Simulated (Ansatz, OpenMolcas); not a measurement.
# How methods differ on SiCl2 (SMILES Cl[Si]Cl)

The species is SiCl2 (3 atoms), meant as a singlet with charge 0. SMILES: `Cl[Si]Cl`. Geometry: relaxed at GFN2-xTB.

```xyz
3

Si    0.0051   -0.0069   -0.8693
Cl    1.5816   -0.0189    0.4441
Cl   -1.5868    0.0259    0.4253
```

Each level gives the vertical energy of the triplet above the singlet (eV). The values are calculated.

```json
{"level": "SVWN5/STO-3G", "kind": "LDA", "program": "Ansatz", "value (eV)": "3.10", "less FCI/STO-3G": "+0.47", "CPU time (all runs)": "2.1 s"}
{"level": "revPBE/STO-3G", "kind": "GGA", "program": "Ansatz", "value (eV)": "2.92", "less FCI/STO-3G": "+0.29", "CPU time (all runs)": "3.3 s"}
{"level": "r2SCAN/STO-3G", "kind": "meta-GGA", "program": "OpenMolcas", "value (eV)": "2.79", "less FCI/STO-3G": "+0.16", "CPU time (all runs)": "9.9 s"}
{"level": "B3LYP/STO-3G", "kind": "global hybrid", "program": "Ansatz", "value (eV)": "2.95", "less FCI/STO-3G": "+0.32", "CPU time (all runs)": "3.5 s"}
{"level": "wB97M-V/STO-3G", "kind": "range-separated hybrid", "program": "Ansatz", "value (eV)": "3.16", "less FCI/STO-3G": "+0.53", "CPU time (all runs)": "48 s"}
{"level": "B2PLYP/STO-3G", "kind": "double hybrid", "program": "Ansatz", "value (eV)": "2.82", "less FCI/STO-3G": "+0.19", "CPU time (all runs)": "4.5 s"}
{"level": "CASSCF(2,2)/STO-3G", "kind": "multireference", "program": "OpenMolcas", "value (eV)": "2.47", "less FCI/STO-3G": "-0.16", "CPU time (all runs)": "3.4 s"}
{"level": "CCSD(T)/STO-3G", "kind": "coupled cluster or CI", "program": "Ansatz", "value (eV)": "2.63", "less FCI/STO-3G": "0.00", "CPU time (all runs)": "0.68 s"}
{"level": "FCI/STO-3G, open shells restricted", "kind": "exact in the basis", "program": "OpenMolcas", "value (eV)": "2.63", "less FCI/STO-3G": "0.00", "CPU time (all runs)": "22 s"}
```

FCI/STO-3G, open shells restricted is exact within its basis and frozen core, so for wave-function methods in that basis the difference is their error; functionals converge differently with the basis, so for them it is only a difference. The values span 2.47 to 3.16 eV. All rows use very small basis sets, so none should be taken for the real molecule's value. In so small a basis fixed costs decide the times, and correlated methods can beat functionals. CPU times are rough (shared hosts, several kinds of processor and program).
